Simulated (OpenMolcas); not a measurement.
## How basis sets differ on AlH2ClO (SMILES [OH][AlH][Cl])

AlH2ClO has 5 atoms, charge 0, and is taken as a singlet. As SMILES, `[OH][AlH][Cl]`. The shape is that of a PBE0-D4/def2-TZVP optimisation. This is one conformer, not always the lowest.

```xyz
5

O    -1.1101    0.3709   -0.5144
Al    0.4310    0.1849    0.1375
Cl    1.1149   -1.7254    0.6628
H    -1.7195   -0.3491   -0.6695
H     1.3335    1.4450    0.3422
```

Each level gives the dipole moment (D). The values are calculated.

```tsv
level	kind	program	value (D)
HF/STO-3G	Hartree–Fock	OpenMolcas	1.98
HF/3-21G	Hartree–Fock	OpenMolcas	1.41
HF/ANO-RCC-VDZP (DKH2, RICD fitting)	Hartree–Fock	OpenMolcas	0.46
HF/def2-SVP	Hartree–Fock	OpenMolcas	0.84
```

The values span 0.46 to 1.98 D. Magnitudes only: a small dipole may point the other way at some levels. Sets without polarisation functions give poor dipoles.
